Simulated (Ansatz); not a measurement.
The inner images of a band of C2H5O (8 atoms, charge 0, multiplicity 2) are given out of order.

Level of theory: Ansatz, UKS B3LYP-D4/def2-SVP.

Initial state:

```xyz
8
Properties=species:S:1:pos:R:3
C -0.452 0.597 -0.266
C 0.402 -0.562 0.243
O 1.687 -0.265 0.563
H -1.476 0.264 -0.499
H -0.010 1.028 -1.178
H -0.509 1.393 0.492
H 0.422 -1.406 -0.491
H -0.063 -1.049 1.137
```

Final state:

```xyz
8
Properties=species:S:1:pos:R:3
C -0.711 0.310 -0.650
C 0.211 -0.472 0.215
O 1.304 0.285 0.698
H -1.753 0.008 -0.785
H -0.296 1.076 -1.313
H 0.940 1.057 1.153
H 0.664 -1.310 -0.357
H -0.359 -0.955 1.038
```

**Question.** Put them in order from the first end to the last, with their energies above the first end.
A.
```xyz
8
Properties=species:S:1:pos:R:3
C -0.432 0.565 -0.311
C 0.343 -0.668 0.231
O 1.247 0.014 1.015
H -1.483 0.607 0.011
H -0.337 0.708 -1.398
H 0.130 1.368 0.204
H 0.836 -1.246 -0.577
H -0.303 -1.347 0.824
```
B.
```xyz
8
Properties=species:S:1:pos:R:3
C -0.696 0.287 -0.670
C 0.228 -0.505 0.187
O 1.267 0.289 0.746
H -1.776 0.306 -0.505
H -0.279 0.897 -1.478
H 0.846 1.054 1.163
H 0.749 -1.278 -0.412
H -0.340 -1.049 0.969
```
C.
```xyz
8
Properties=species:S:1:pos:R:3
C -0.498 0.476 -0.396
C 0.268 -0.676 0.195
O 1.098 0.238 0.929
H -1.497 0.695 -0.003
H -0.299 0.757 -1.436
H 0.401 1.135 0.386
H 0.842 -1.281 -0.529
H -0.314 -1.343 0.854
```
D.
```xyz
8
Properties=species:S:1:pos:R:3
C -0.692 0.256 -0.659
C 0.235 -0.558 0.172
O 1.189 0.275 0.838
H -1.654 0.590 -0.258
H -0.313 0.752 -1.557
H 0.742 1.114 1.020
H 0.823 -1.253 -0.454
H -0.330 -1.177 0.898
```
E.
```xyz
8
Properties=species:S:1:pos:R:3
C -0.666 0.281 -0.581
C 0.232 -0.621 0.182
O 1.050 0.282 0.944
H -1.539 0.708 -0.081
H -0.289 0.764 -1.486
H 0.678 1.135 0.648
H 0.860 -1.248 -0.480
H -0.326 -1.301 0.853
```
F.
```xyz
8
Properties=species:S:1:pos:R:3
C -0.450 0.598 -0.274
C 0.407 -0.567 0.230
O 1.599 -0.239 0.788
H -1.519 0.335 -0.296
H -0.155 0.903 -1.290
H -0.315 1.462 0.394
H 0.574 -1.337 -0.562
H -0.141 -1.156 1.010
```
G.
```xyz
8
Properties=species:S:1:pos:R:3
C -0.446 0.600 -0.288
C 0.394 -0.572 0.244
O 1.479 -0.235 0.982
H -1.524 0.460 -0.111
H -0.296 0.763 -1.367
H -0.122 1.507 0.243
H 0.734 -1.255 -0.574
H -0.220 -1.268 0.872
```

**Answer.** F (+3.4 kJ/mol), G (+9.3 kJ/mol), A (+37.6 kJ/mol), C (+138.4 kJ/mol), E (+30.5 kJ/mol), D (+12.9 kJ/mol), B (+8.0 kJ/mol).

Time of the run: 110 s on 2 threads of Intel(R) Xeon(R) Platinum 8488C (Sapphire Rapids) (shared host), peak memory 0.18 GiB.
